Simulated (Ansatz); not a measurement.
# H$_{3}$S⁺, quintet: reading a ladder of total energies

Geometry: that of the H3S⁺, triplet, kept fixed. The singlet lies 11.4 eV lower here.

```yaml
atoms:
  - { symbol: S, position_ang: [0.0000, -0.0391, 0.0000] }
  - { symbol: H, position_ang: [0.0000, 1.3184, 0.0000] }
  - { symbol: H, position_ang: [0.0000, -0.0372, 1.5201] }
  - { symbol: H, position_ang: [0.0000, -0.0372, -1.5201] }
```

Basis 6-31G; Ansatz 0.2.0. Only valence electrons are correlated (noble-gas cores frozen), which leaves 8 electrons in 14 orbitals. Prefix R: restricted or restricted open-shell reference; prefix U: unrestricted.

Full CI is exact within this basis and frozen core; it isn't the basis-set limit. The frozen core follows each run's orbitals, which can shift R against U totals by a few meV.

UCCSD has a T1 diagnostic of 0.017 and a largest doubles amplitude of 0.13.

Runs differ by some tens of microhartree through their thresholds and, for an open shell, their frozen cores, so the step to full CI, which has another core, is uncertain by up to 0.1 kcal/mol.

| level | total energy (hartree) |
| --- | --- |
| UHF | -398.387282 |
| UMP2 | -398.421966 |
| UCCSD | -398.440812 |
| UCCSD(T) | -398.441545 |
| UCCSDT | -398.441871 |
| UCCSDT(Q) | -398.441874 |
| UCCSDTQ | -398.441878 |
| full CI | -398.441873 |

What is the correlation energy at full CI, and what share of it do UMP2 and UCCSD recover?

E(corr) = -398.441873 − (-398.387282) = -0.054591 hartree = -1.485 eV. UMP2: -0.034684 / -0.054591 = 63.53 %. UCCSD: -0.053530 / -0.054591 = 98.06 %.

By how many kcal/mol does UCCSD(T) miss full CI (1 hartree = 627.509 kcal/mol), and which steps make up the rest?

-398.441545 − (-398.441873) = 0.000328 hartree = 0.21 kcal/mol. Steps: UCCSDT − UCCSD(T) = -0.20, UCCSDT(Q) − UCCSDT = 0.00, UCCSDTQ − UCCSDT(Q) = 0.00, full CI − UCCSDTQ = 0.00 kcal/mol. That is within 1 kcal/mol of the reference in this basis, which itself misses far more of the correlation at the basis-set limit.
